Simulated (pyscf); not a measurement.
Thermochemistry of product channels of `[TeH2]` + `[OH]` [doublet] on the doublet surface, in eV, from CCSD(T)/def2-TZVPP + ΔMP2(QZVPP) energies (ideal gas, 1 atm, RRHO with modes under 100 cm⁻¹ raised to 100, one conformer, R ln 2 for chiral ones without a mode under 150 cm⁻¹). Single points on ωB97X-D3(BJ)/def2-SVP structures (PySCF, gas phase). Correlated levels are frozen-core, on RHF or UHF. ΔMP2 is the change of the MP2 total energy from the triple- to the quadruple-zeta basis.

```
products                          ΔE  ΔH(298 K)  ΔG(900 K)  ΔG(1200 K)
-----------------------------  -----  ---------  ---------  ----------
`[OH][TeH]` + `[H]` [doublet]  +0.29      +0.27      +0.42       +0.44
`[TeH]` [doublet] + `[OH2]`    -2.16      -2.00      -1.94       -1.91
```

These are energies of the channels, which say nothing of barriers. The CCSD(T) − MP2 part came from Ansatz, without density fitting, on the same reference. The frozen core leaves the outer d or s,p core shells of the metals and heavy elements correlated in the MP2 and CC values, and def2-TZVPP describes them poorly, which can shift differences by a few kcal/mol. Left out: orbital degeneracy and the spin-orbit lowering of OH, TeH, which is large for Br, Se, Te and I. Elements past Kr carry the def2 core potentials, without spin-orbit coupling.
